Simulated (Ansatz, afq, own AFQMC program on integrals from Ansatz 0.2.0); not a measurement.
## SiNH4, doublet: AFQMC among the cluster methods

```xyz
6

Si   -0.0906    0.0000    0.5953
N     0.1128    0.0000   -1.1178
H     0.5792   -1.2268    1.1210
H     0.5792    1.2268    1.1210
H    -0.0998   -0.8301   -1.6484
H    -0.0998    0.8301   -1.6484
```

Connectivity, by distances: SiH2–NH2.

Basis cc-pVDZ. Only valence electrons are correlated. AFQMC by an in-house program on the Cholesky factors that Ansatz 0.2.0 writes for its CCSD(T) run. ph-AFQMC/CISD is guided by a CISD state made of CCSD amplitudes; releasing the constraint for a short imaginary time cuts its bias at the price of noise, slowly where states lie close. Uncertainties: one standard error, sampling alone.

Determinant: UHF, the one that the program's search chose, which needn't be the lowest solution. The geometry is a PBE0/def2-TZVP stationary point of this or a neighbouring charge and spin state.

No full CI on the walks' own integrals is used here; CCSDT(Q) serves as the reference and is uncertain by about the last step of the cluster series.

```
T1 diagnostic                               : 0.0161
weight of the determinant in the CISD state : 0.884
⟨S²⟩ of the determinant                     : 0.756
size of the correlated space                : 13 electrons in 46 orbitals
```

| level | correlation energy (eV) |
| --- | --- |
| MP2 | -7.1204 |
| CCSD | -7.9627 |
| CCSD(T) | -8.1535 |

(1) Estimate where phaseless AFQMC with a CISD trial lies against CCSD(T) on the same integrals.

(1) 2.6 ± 0.3 kJ/mol below CCSD(T).

Reference: CCSDT(Q), correlation energy -8.190 eV. The released energy is read at 2.40 1/Eh (meV from the phaseless value at times in 1/Eh: -1 ± 3 at 0.24, -3.1 ± 2.0 at 0.51, -4 ± 3 at 0.99, -11 ± 4 at 1.62, -8 ± 7 at 2.40).

| level | E − E(reference) (kJ/mol) | share of correlation (%) |
| --- | --- | --- |
| CCSD(T) | 3.5 | 99.56 |
| CCSDT | 1.5 | 99.81 |
| ph-AFQMC/HF | -3.1 ± 2.7 | 100.40 |
| ph-AFQMC/CISD | 0.9 ± 0.3 | 99.89 |
| released AFQMC | 0.1 ± 0.6 | 99.99 |

A walk keeps the symmetry of its determinant, which the program's search chose and which needn't be the lowest solution, so a lower state of the same spin and another symmetry isn't excluded. Released energies are given only where the last usable release times agree within the noise; a slower fall can still hide under it.
